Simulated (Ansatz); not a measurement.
Method: Ansatz 0.2.0, DFT, RPBE, plane waves (420 eV) with PAW, scalar-relativistic. The PAW files were generated under PBE, with cores re-solved for the functional.

An element in the fcc structure gives this curve. The cell is scaled uniformly from the relaxed one, with fractional coordinates and shape fixed. Energies are extrapolated to zero smearing, pressures are those at the given smearing. Magnetic state: spin not included.

| V (Å³/atom) | E − E₀ (meV/atom) | P (GPa) |
| --- | --- | --- |
| 16.444 | 83.0 | 13.72 |
| 17.192 | 33.4 | 7.86 |
| 17.939 | 7.7 | 3.41 |
| 18.687 | 0.0 | 0.03 |
| 19.434 | 6.1 | -2.54 |
| 20.181 | 22.6 | -4.48 |
| 20.929 | 47.1 | -5.94 |

Which element is it?
A. silver
B. germanium
C. titanium
D. gallium

A. Its fit is V₀ = 18.69 Å³/atom, B₀ = 73 GPa, B₀′ = 5.9.
